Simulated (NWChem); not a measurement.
The numbers come from NWChem runs, not from measurements. System: chloromethane (CH$_{3}$Cl), charge 0, spin multiplicity 1, at a geometry optimised with PBE/def2-SVP. Level: CR-CCSD(T)/def2-SVP, 6 core orbitals frozen.

NWChem printed:

```
             Northwest Computational Chemistry Package (NWChem) 7.3.0
             --------------------------------------------------------

                                NWChem Input Module
                                -------------------

 Scaling coordinates for geometry "geometry" by  1.889725989
 (inverse scale =  0.529177249)

 Turning off AUTOSYM since
 SYMMETRY directive was detected!

                             Geometry "geometry" -> ""
                             -------------------------

 Output coordinates in angstroms (scale by  1.889725989 to convert to a.u.)

  No.       Tag          Charge          X              Y              Z
 ---- ---------------- ---------- -------------- -------------- --------------
    1 C                    6.0000     1.12787200    -0.05681800     0.00000000
    2 Cl                  17.0000    -0.66097100     0.03329700     0.00000000
    3 H                    1.0000     1.46348300    -0.59668600     0.90464700
    4 H                    1.0000     1.46348300    -0.59668600    -0.90464700
    5 H                    1.0000     1.54231100     0.96822800     0.00000000

 Effective nuclear repulsion energy (a.u.)      50.9037397874

            Nuclear Dipole moment (a.u.)
            ----------------------------
        X                 Y               Z
 ---------------- ---------------- ----------------
     0.0000037795    -0.0000056692     0.0000000000

      Symmetry information
      --------------------

 Group name             Cs
 Group number              2
 Group order               2
 No. of unique centers     4

      Symmetry unique atoms

     1    2    3    5


 Summary of "ao basis" -> "" (spherical)
 ------------------------------------------------------------------------------
       Tag                 Description            Shells   Functions and Types
 ---------------- ------------------------------  ------  ---------------------
 *                          def2-svp                  on all atoms

 Summary of "ao basis" -> "ao basis" (spherical)
 ------------------------------------------------------------------------------
       Tag                 Description            Shells   Functions and Types
 ---------------- ------------------------------  ------  ---------------------
 C                          def2-svp                 6       14   3s2p1d
 Cl                         def2-svp                 8       18   4s3p1d
 H                          def2-svp                 3        5   2s1p

                                 NWChem SCF Module
                                 -----------------

  ao basis        = "ao basis"
  functions       =    47
  atoms           =     5
  closed shells   =    13
  open shells     =     0
  charge          =   0.00
  wavefunction    = RHF
  use symmetry    = T
  symmetry adapt  = T

 Summary of "ao basis" -> "ao basis" (spherical)
 ------------------------------------------------------------------------------
       Tag                 Description            Shells   Functions and Types
 ---------------- ------------------------------  ------  ---------------------
 C                          def2-svp                 6       14   3s2p1d
 Cl                         def2-svp                 8       18   4s3p1d
 H                          def2-svp                 3        5   2s1p

      Symmetry analysis of basis
      --------------------------

        a'         32
        a"         15

 Forming initial guess at       0.0s

      Superposition of Atomic Density Guess
      -------------------------------------

 Sum of atomic energies:        -498.44616675

      Non-variational initial energy
      ------------------------------

 Total energy =    -499.122937
 1-e energy   =    -787.641133
 2-e energy   =     237.614456
 HOMO         =      -0.377156
 LUMO         =       0.073849

      Symmetry analysis of molecular orbitals - initial
      -------------------------------------------------

  Numbering of irreducible representations:

     1 a'          2 a"

  Orbital symmetries:

     1 a'          2 a'          3 a'          4 a'          5 a'
     6 a"          7 a'          8 a'          9 a'         10 a"
[...]
    26      0.651306  2 Cl py                23      0.449339  2 Cl py
    20      0.259996  2 Cl py                43     -0.169477  5 H  s
     5     -0.152608  1 C  py

 Vector   14  Occ=0.000000D+00  E= 1.701540D-01  Symmetry=a'
              MO Center=  1.5D+00, -7.6D-02, -9.2D-18, r^2= 4.7D+00
   Bfn.  Coefficient  Atom+Function         Bfn.  Coefficient  Atom+Function
  ----- ------------  ---------------      ----- ------------  ---------------
     3      2.868048  1 C  s                 34     -1.218890  3 H  s
    39     -1.218890  4 H  s                 44     -1.218888  5 H  s
    25     -0.473273  2 Cl px                18     -0.436671  2 Cl s
     2      0.190756  1 C  s

 Vector   15  Occ=0.000000D+00  E= 2.375231D-01  Symmetry=a'
              MO Center=  5.8D-01, -2.9D-02,  2.9D-16, r^2= 2.9D+00
   Bfn.  Coefficient  Atom+Function         Bfn.  Coefficient  Atom+Function
  ----- ------------  ---------------      ----- ------------  ---------------
     7      1.215601  1 C  px                25      0.909588  2 Cl px
    18      0.706493  2 Cl s                 34     -0.520539  3 H  s
    39     -0.520539  4 H  s                 44     -0.520673  5 H  s
     3      0.467202  1 C  s                  4      0.406208  1 C  px
    17      0.250394  2 Cl s                 22      0.215819  2 Cl px

 Vector   16  Occ=0.000000D+00  E= 2.427951D-01  Symmetry=a'
              MO Center=  1.6D+00,  6.1D-01,  4.9D-13, r^2= 3.9D+00
   Bfn.  Coefficient  Atom+Function         Bfn.  Coefficient  Atom+Function
  ----- ------------  ---------------      ----- ------------  ---------------
    44      2.027532  5 H  s                  8     -1.352767  1 C  py
    34     -1.013800  3 H  s                 39     -1.013800  4 H  s
     5     -0.306536  1 C  py

 center of mass
 --------------
 x =  -0.19182464 y =   0.00966312 z =   0.00000000

 moments of inertia (a.u.)
 ------------------
          12.099563690257           6.312964975418           0.000000000000
           6.312964975418         137.097804434010           0.000000000000
           0.000000000000           0.000000000000         137.415854637899

  Mulliken analysis of the total density
  --------------------------------------

    Atom       Charge   Shell Charges
 -----------   ------   -------------------------------------------------------
    1 C    6     6.00   1.99  0.88  0.25  1.95  0.89  0.04
    2 Cl  17    17.25   2.00  1.99  1.20  0.78  5.94  2.09  3.22  0.03
    3 H    1     0.92   0.74  0.15  0.03
    4 H    1     0.92   0.74  0.15  0.03
    5 H    1     0.92   0.74  0.15  0.03

       Multipole analysis of the density wrt the origin
       ------------------------------------------------

     L   x y z        total         open         nuclear
     -   - - -        -----         ----         -------
     0   0 0 0     -0.000000      0.000000     26.000000

     1   1 0 0      0.832941      0.000000      0.000004
     1   0 1 0     -0.041960      0.000000     -0.000006
     1   0 0 1      0.000000      0.000000      0.000000

     2   2 0 0    -13.394295      0.000000     77.570177
     2   1 1 0     -0.062818      0.000000     -3.613251
     2   1 0 1     -0.000000      0.000000      0.000000
     2   0 2 0    -14.637989      0.000000      6.027068
     2   0 1 1     -0.000000      0.000000      0.000000
     2   0 0 2    -14.641162      0.000000      5.845019

                   NWChem Extensible Many-Electron Theory Module
                   ---------------------------------------------


            General Information
            -------------------
      Number of processors :     1
         Wavefunction type : Restricted Hartree-Fock
          No. of electrons :    26
           Alpha electrons :    13
            Beta electrons :    13
           No. of orbitals :    94
            Alpha orbitals :    47
             Beta orbitals :    47
        Alpha frozen cores :     6
         Beta frozen cores :     6
     Alpha frozen virtuals :     0
      Beta frozen virtuals :     0
         Spin multiplicity : singlet
    Number of AO functions :    47
       Number of AO shells :    23
        Use of symmetry is : on
      Symmetry adaption is : on
         Schwarz screening : 0.10D-09

          Correlation Information
          -----------------------
          Calculation type : Coupled-cluster singles & doubles w/ perturbation
   Perturbative correction : Completely renormalized (T)
            Max iterations :      100
        Residual threshold : 0.10D-05
     T(0) DIIS level shift : 0.00D+00
     L(0) DIIS level shift : 0.00D+00
     T(1) DIIS level shift : 0.00D+00
     L(1) DIIS level shift : 0.00D+00
     T(R) DIIS level shift : 0.00D+00
     T(I) DIIS level shift : 0.00D+00
   CC-T/L Amplitude update :  5-th order DIIS
                I/O scheme : Global Array Library
        L-threshold :  0.10D-05
        EOM-threshold :  0.10D-05
 no EOMCCSD initial starts read in
 TCE RESTART OPTIONS
 SLICE:      F
 D4D5:       F
 quantumc:   F
 qrotation:  F
 pwtce:      F
 qducc:      F
 nacto:                         0
 nrotv:                         0
 nrot:                          0

            Memory Information
            ------------------
          Available GA space size is     249034591 doubles
          Available MA space size is     104854932 doubles

 Maximum block size supplied by input
 Maximum block size        24 doubles

 tile_dim =     22

 -------------------------------------------------
   1    alpha     a'     5 doubles       0       1
   2    alpha     a"     2 doubles       5       2
   3    beta      a'     5 doubles       7       1
   4    beta      a"     2 doubles      12       2
   5    alpha     a'    22 doubles      14       5
   6    alpha     a"    12 doubles      36       6
   7    beta      a'    22 doubles      48       5
   8    beta      a"    12 doubles      70       6

 Global array virtual files algorithm will be used

 Parallel file system coherency ......... OK

 4-electron integrals stored in orbital form

 v2    file size   =           556103
 4-index algorithm nr.  13 is used
 imaxsize =       30
 imaxsize ichop =        0


CCSD iterations
 ---------------------------------------------------------
 Iter          Residuum       Correlation     Cpu    Wall
 ---------------------------------------------------------
    1   0.1318396279362  -0.2836800597407     0.1     0.1
    2   0.0369738961027  -0.3065483864956     0.1     0.1
    3   0.0133532694168  -0.3117416131185     0.1     0.1
    4   0.0054085905274  -0.3131824087008     0.1     0.1
    5   0.0023474916138  -0.3136929525312     0.1     0.1
    6   0.0003694659794  -0.3140104594648     0.1     0.1
    7   0.0001357996398  -0.3140120222086     0.1     0.1
    8   0.0000606644864  -0.3140130238736     0.1     0.1
    9   0.0000293171146  -0.3140130900228     0.1     0.1
   10   0.0000144121946  -0.3140134056752     0.1     0.1
   11   0.0000020088874  -0.3140136370940     0.1     0.1
   12   0.0000006574149  -0.3140137644848     0.1     0.1
 -----------------------------------------------------------------
 Iterations converged
 CCSD correlation energy / hartree =        -0.314013764484794
 CCSD total energy / hartree       =      -499.248023979686138

 Singles contributions

 Doubles contributions
 CR-CCSD(T)

 CR-CCSD[T]  correction energy / hartree =        -0.006002316890643
 CR-CCSD[T] correlation energy / hartree =        -0.320016081375437
 CR-CCSD[T] total energy / hartree       =      -499.254026296576797
 CR-CCSD(T)  correction energy / hartree =        -0.005816929927818
 CR-CCSD(T) correlation energy / hartree =        -0.319830694412612
 CR-CCSD(T) total energy / hartree       =      -499.253840909613984

 Task  times  cpu:        4.8s     wall:        4.8s

 Total times  cpu:        4.9s     wall:        4.9s
```

Write an NWChem input that would produce this output.

Several could match; the one computed here: 
```
start mol
memory heap 100 mb stack 700 mb global 1900 mb
geometry units angstroms nocenter noautoz
  C      1.127872    -0.056818     0.000000
  Cl    -0.660971     0.033297     0.000000
  H      1.463483    -0.596686     0.904647
  H      1.463483    -0.596686    -0.904647
  H      1.542311     0.968228     0.000000
  symmetry group Cs
end
basis spherical
  * library def2-svp
end
scf
  rhf
  nopen 0
  maxiter 100
  thresh 1e-7
  semidirect memsize 60000000 filesize 0
end
tce
  freeze core 6
  cr-ccsd(t)
  2eorb
  2emet 13
  thresh 1e-6
  maxiter 100
  tilesize 24
end
task tce energy
```
